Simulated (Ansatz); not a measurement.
bcc Li: PBE at its full settings (plane-wave cutoff 520 eV, 22×22×22 k mesh, Fermi–Dirac smearing 0.05 eV, scalar-relativistic PAW data made under PBE) and at cheaper ones, in a cell of 1 atom with Γ-centred meshes.

| level and setting | equilibrium lattice constant a (Å) | bulk modulus (GPa) |
|---|---|---|
| PBE (Ansatz) | 3.435 | 13.9 |
| PBE (300 eV cutoff) (Ansatz) | 3.435 | 13.9 |
| PBE (Γ point alone) (Ansatz) | ___ | ___ |
| PBE (2×2×2 k mesh) (Ansatz) | 3.428 | 11.9 |
| PBE (4×4×4 k mesh) (Ansatz) | 3.490 | 12.7 |
| PBE (6×6×6 k mesh) (Ansatz) | 3.446 | 13.6 |
| PBE (Fermi-Dirac smearing of 0.3 eV) (Ansatz) | 3.448 | 13.4 |

Problem. Estimate the withheld entries.

Solution. 
- PBE (Γ point alone) (Ansatz, a program for electronic structure), equilibrium lattice constant a (Å): 2.967
- PBE (Γ point alone) (Ansatz), bulk modulus (GPa): 34.6

Largest shifts from the full settings: lattice constant a -13.6 % (PBE (Γ point alone)), against a difference of -0.41 % of the full result from the reference 3.449 Å (measured, low-temperature or extrapolated to 0 K; zero-point anharmonic expansion removed, our sources range from 3.443 to 3.453; as tabulated in Csonka et al. (2009), arXiv:0903.4037); bulk modulus +149 % (PBE (Γ point alone)), against a difference of +0.7 % of the full result from the reference 13.8 GPa (measured, corrected for temperature and zero-point phonon effects, our sources range from 13.1 to 13.9; as tabulated in Levämäki et al. (2014), arXiv:1402.3671).

The full settings aren't shown to be converged themselves.

Ansatz's density-functional and Hartree–Fock values are scalar-relativistic unless marked +SOC, with PAW data made under PBE.

Run with cheap settings on purpose, which may leave them unconverged: PBE (2×2×2 k mesh), PBE (300 eV cutoff), PBE (4×4×4 k mesh), PBE (6×6×6 k mesh), PBE (Fermi-Dirac smearing of 0.3 eV), PBE (Γ point alone).
